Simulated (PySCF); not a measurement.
**Spin–spin coupling constants**

Molfile (atoms numbered from 1):
```
C4H6O
     RDKit          3D

 11 10  0  0  0  0  0  0  0  0999 V2000
   -2.2562    0.6921    0.0545 C   0  0  0  0  0  0  0  0  0  0  0  0
   -1.1812   -0.0885    0.1375 C   0  0  0  0  0  0  0  0  0  0  0  0
    0.0737    0.3884   -0.0281 O   0  0  0  0  0  0  0  0  0  0  0  0
    1.1124   -0.4759    0.0144 C   0  0  0  0  0  0  0  0  0  0  0  0
    2.3730   -0.0828   -0.1535 C   0  0  0  0  0  0  0  0  0  0  0  0
   -2.1634    1.7594   -0.1540 H   0  0  0  0  0  0  0  0  0  0  0  0
   -3.2468    0.2613    0.1988 H   0  0  0  0  0  0  0  0  0  0  0  0
   -1.2470   -1.1643    0.3459 H   0  0  0  0  0  0  0  0  0  0  0  0
    0.8394   -1.5229    0.2000 H   0  0  0  0  0  0  0  0  0  0  0  0
    2.6175    0.9647   -0.3394 H   0  0  0  0  0  0  0  0  0  0  0  0
    3.1767   -0.8170   -0.1054 H   0  0  0  0  0  0  0  0  0  0  0  0
  1  2  2  0
  2  3  1  0
  3  4  1  0
  4  5  2  0
  1  6  1  0
  1  7  1  0
  2  8  1  0
  4  9  1  0
  5 10  1  0
  5 11  1  0
M  END
```

Method: B3LYP/pcJ-1 (without the spin–dipole term)//PBE0-D3(BJ)/def2-SVP, PySCF 2.14; isolated molecule, single conformer, non-relativistic. Couplings are averaged over pairs made equivalent by symmetry, fast rotation or ring inversion, so a value needn't be that of the named pair in this geometry, while other rotamers aren't included; one pair stands for each set, and the list holds those of at least 0.8 Hz over up to four bonds, among pairs with at least one C or H atom (others weren't computed).

Isotopes: 13C, 1H, 17O. Couplings to quadrupolar nuclei such as 17O and 33S are rarely resolved in practice.

| pair | bonds | J (Hz) |
| --- | --- | --- |
| C1, C2 | 1 | 92.8 |
| C1, H6 | 1 | 169.5 |
| C1, H7 | 1 | ? |
| C2, O3 | 1 | 23.0 |
| C2, H8 | 1 | ? |
| C1, O3 | 2 | -10.7 |
| C1, H8 | 2 | ? |
| C2, H6 | 2 | ? |
| C2, H7 | 2 | ? |
| O3, H8 | 2 | -1.6 |
| H6, H7 | 2 | -1.0 |
| C1, C4 | 3 | 5.5 |
| C2, H9 | 3 | 7.6 |
| O3, H6 | 3 | -4.1 |
| O3, H7 | 3 | -13.1 |
| H6, H8 | 3 | 14.6 |
| H7, H8 | 3 | ? |
| C2, H11 | 4 | 1.0 |

**Question.** Estimate the withheld couplings, with signs.

**Answer.** 
- 1J(C1,H7) = 174.8 Hz (bond length 1.090 Å, sp2 carbon)
- 1J(C2,H8) = 181.8 Hz (bond length 1.098 Å, sp2 carbon)
- 2J(C1,H8) = 9.0 Hz (angle at C2 123°)
- 2J(C2,H6) = -6.6 Hz (angle at C1 121°)
- 2J(C2,H7) = 8.2 Hz (angle at C1 120°)
- 3J(H7,H8) = 7.3 Hz (dihedral angle 0°)
